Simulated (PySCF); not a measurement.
Fluorothioborine, BFS.
SMILES: `FB=S`

The closed-shell ground state was solved at several levels (PySCF, density fitting, gas phase, non-relativistic). Geometry: PBE0-D3(BJ)/def2-SVP; no solvent, vibrations or thermal averaging.

| level | basis functions | HOMO (eV) | LUMO (eV) | gap (eV) | dipole (D) |
| --- | --- | --- | --- | --- | --- |
| B3LYP/cc-pVTZ | 94 | -8.08 | -0.49 | 7.59 | 1.21 |
| B3LYP/6-31G* | 46 | -7.94 | -0.23 | 7.71 | 1.59 |
| KT2/pcSseg-2 | 115 | -7.24 | -1.29 | 5.95 | 1.15 |
| B3LYP/def2-TZVP | 99 | -8.09 | -0.55 | 7.54 | 1.14 |
| B3LYP/aug-cc-pVTZ-J | 160 | -8.13 | -0.83 | 7.30 | 1.13 |
| CAM-B3LYP/def2-SVPD | 70 | -9.75 | 0.21 | 9.96 | 1.16 |

Task: What might PBE0/pcSseg-1 (58 basis functions) give for the same quantities?

Result: HOMO -8.46 eV, LUMO -0.30 eV, gap 8.16 eV, dipole 1.34 D.

Task: Over all these levels, which gives the widest orbital gap and which the narrowest?

Result: CAM-B3LYP/def2-SVPD (range-separated hybrid) has the widest, 9.96 eV, and KT2/pcSseg-2 (GGA) the narrowest, 5.95 eV. Functional and basis both differ between the two, so the spread mixes both effects.

Task: How much does the basis alone move the frontier levels among the 4 B3LYP rows?

Result: The HOMO by 0.19 eV and the LUMO by 0.60 eV. By rising basis size (HOMO, LUMO in eV): 6-31G* -7.94, -0.23; cc-pVTZ -8.08, -0.49; def2-TZVP -8.09, -0.55; aug-cc-pVTZ-J -8.13, -0.83.

Task: How far do the dipole and the HOMO energy spread over the levels?

Result: The dipole runs from 1.13 to 1.59 D (mean 1.25 D) and the HOMO from -9.75 to -7.24 eV.
